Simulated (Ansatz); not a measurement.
We consider Sb₂Se₃ (Pnma, No. 62), described by r²SCAN (Ansatz, a program for electronic structure, plane waves, PAW).

Numerical settings: plane-wave cutoff 500 eV, 4×10×4 k mesh (along the axes of the cell as run), Fermi–Dirac smearing 0.05 eV, scalar-relativistic PAW data made under PBE.

Computed at the level's own relaxed cell.

Estimate the equilibrium volume per atom and band gap that the calculation returns.


- equilibrium volume per atom = 29.29 Å³/atom
- band gap = 1.20 eV (on the SCF k mesh)

Note: the relaxation could not lower the start's symmetry, so the cell can be a saddle point above a distorted one; the volume lies 8 % above that of the published cell.

Spin–orbit coupling is not included; with these elements it can move the gap by several tenths of an eV or more.
